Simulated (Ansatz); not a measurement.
C2H5FN2 (`N/C=C(\N)F`), relaxed with RKS PBE-D4/def2-SVP in Ansatz 0.2.0 from a rough embedded geometry. The force threshold is 0.03 eV/Å; the program also tests the step.

Charge 0, multiplicity 1.

Start:

```xyz
10

N    -0.083   -1.241    1.002
C     0.718   -0.414    0.355
C     0.409    0.690   -0.282
N    -0.830    1.283   -0.533
F     1.448    1.414   -0.844
H     0.173   -2.272    0.920
H    -1.101   -1.142    0.780
H     1.769   -0.682    0.376
H    -1.604    0.538   -0.465
H    -0.898    1.826   -1.308
```

(1) How much energy does the relaxation release, and in how many steps? (An estimate is asked.)

(2) Which bonds change most? (Estimate.)

(3) Give the relaxed structure. (Estimate.)

Answers

(1) Computed: 0.79 eV, in 23 steps, 3 of them rejected.

(2) Ansatz gave: N4–H10 from 0.949 to 1.030 Å; N1–C2 from 1.321 to 1.395 Å; N4–H9 from 1.077 to 1.029 Å; C2–C3 from 1.311 to 1.353 Å.

(3) Ansatz gave: 
```xyz
10

N    -0.080   -1.180    1.178
C     0.781   -0.466    0.344
C     0.383    0.540   -0.470
N    -0.955    0.922   -0.628
F     1.327    1.263   -1.161
H     0.130   -2.180    1.238
H    -1.063   -1.016    0.929
H     1.856   -0.689    0.426
H    -1.230    0.952   -1.620
H    -1.148    1.855   -0.236
```
